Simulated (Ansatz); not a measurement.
Energy needed to pull apart CH$_{5}$AlS (SMILES C[S][AlH2]), singlet, into free ground-state atoms, from the structure below (displaced at random from its PBE0-D4/def2-TZVP minimum); no zero-point or spin–orbit terms; open-shell atoms are treated unrestricted, in their ground-state multiplicity.

```xyz
8
angstrom
C -0.6782 0.9533 -0.4802
S -1.0722 -0.4961 0.3522
Al 0.8393 -1.4377 0.7651
H -1.4624 1.0924 -1.3769
H 0.4105 1.2340 -0.8048
H -1.0730 1.9900 0.0097
H 2.0289 -0.7401 0.0042
H 0.8002 -2.7657 1.4812
```

Computed with Ansatz 0.2.0 (basis: def2-TZVPP); correlated methods freeze the cores.

```csv
method,atomization energy (kJ/mol)
PBE-D4,2452
r2SCAN-D4,2446
PBE0-D4,2425
wB97M-V,?
HF,?
MP2,2380
CCSD,2341
CCSD(T),2372
```

Q: What does HF give? (Judge from chemistry; the value comes from the calculation.)

A: By the calculation: 1791 kJ/mol, which is about 582 kJ/mol less than CCSD(T)/def2-TZVPP.

Q: What does wB97M-V give? (To be estimated.)

A: The calculation gives: 2446 kJ/mol, which is about 74 kJ/mol more than CCSD(T)/def2-TZVPP.

In triple zeta the MP2 and coupled-cluster atomization energies are still short of their basis limit by a few kcal/mol a bond, whereas those of the functionals are nearly converged, so these differences are not deviations from converged CCSD(T).

T1 diagnostic: at most 0.012.

For scale, one of the runs: CCSD(T)/def2-TZVPP forces, 185 basis functions (an equivalent command: `ansatz run in.yaml --threads 2`). Hardware: 2 CPU threads, shared host. Wall time 120 s; peak host memory 3.2 GiB.
